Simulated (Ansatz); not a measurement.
# Ge2As: short dynamics, then relaxation

A packing of 21 atoms, thrown in at random and pushed apart as soft spheres with like charges further apart (7 As, 14 Ge) went through Langevin stages in a fixed cell of 24.00 Å³/atom, at one k point, without spin and with a Fermi–Dirac width of kT (0.05 eV at least). Method: Ansatz 0.2.0, DFT PBE, scalar-relativistic, plane waves, PAW.

```tsv
thermostat (K)	duration (fs)	friction (1/fs)	cutoff (eV)	mean T (K)	mean P (GPa)	mean square displacement (Å²)
3000	72	0.030	320	2461	3.7	0.23
3000	222	0.030	420	2935	3.0	0.65
2160	168	0.030	420	2204	3.0	0.46
1200	162	0.030	420	1446	-0.3	0.31
300	207	0.030	420	349	-1.9	0.16
```

Means run over the second half of a stage; pressure includes the kinetic part; displacements count from the stage's start, the atoms' common shift taken off. In so short a run the atoms moved about a bond length or less in the hot stages, so this is an annealed packing, not a quenched equilibrium liquid.

Cell and atoms were then relaxed on coarser meshes and computed once more: Settings: cutoff 420 eV, Γ-centred mesh 4×4×4 on the computed 21-atom cell, Gaussian smearing of 0.10 eV; no spin polarisation.

Question: What structure is left?

Answer: One draw of many: 23.93 Å³/atom with no gap on the mesh, 0.19 eV/atom above the elements' standard states (static lattices, no corrections for gases) (a random packing after short dynamics, relaxed).

Counting as bonded all pairs within 1.2 times the summed covalent radii:

```json
{"atom → neighbour": "As → As", "mean count": "0.57", "mean length (Å)": "2.56", "spread (Å)": "0.05"}
{"atom → neighbour": "As → Ge", "mean count": "3.00", "mean length (Å)": "2.56", "spread (Å)": "0.07"}
{"atom → neighbour": "Ge → As", "mean count": "1.50", "mean length (Å)": "2.56", "spread (Å)": "0.07"}
{"atom → neighbour": "Ge → Ge", "mean count": "2.29", "mean length (Å)": "2.56", "spread (Å)": "0.04"}
```

Angles between all pairs of such bonds at an atom (mean ± spread): 103 ± 23° at As, 106 ± 15° at Ge.

```
As Ge
1.0
     8.18163   -0.01728    0.29429
    -0.01082    7.53941    0.01931
     0.27781    0.02362    8.15619
As Ge
7 14
Cartesian
  6.2057 2.0504 6.5214
  5.4842 1.5754 0.8009
  5.0289 6.0518 6.9395
  6.0578 3.9563 3.6379
  5.0628 5.3102 1.6408
  7.5624 7.3603 3.4024
  1.9825 0.7563 8.1122
  1.0822 5.1501 5.5935
  3.2612 0.8653 4.0584
  3.1058 2.7281 0.4989
  4.3308 3.7114 6.5381
  3.0608 6.9932 1.9643
  6.8995 6.9589 0.9693
  0.8945 1.7092 3.9398
  1.2753 5.6299 3.1089
  6.9788 3.5640 1.1699
  3.5956 3.4294 4.1256
  1.1097 3.3718 2.0484
  6.8577 5.7972 5.1990
  0.5360 2.6771 6.3136
  2.8531 7.0082 6.1677
```

The final mesh leaves forces up to 0.19 eV/Å and stresses up to 0.3 GPa: the relaxation ran on a coarser mesh, so the cell's shape, its bonds and its energy belong partly to that mesh.

The relaxation stopped before its thresholds.

Cost: 6 runs of about 57 core-minutes in all (earlier runs that led there not counted), on Intel Xeon Platinum 8259CL (Skylake/Cascade Lake) (shared hosts).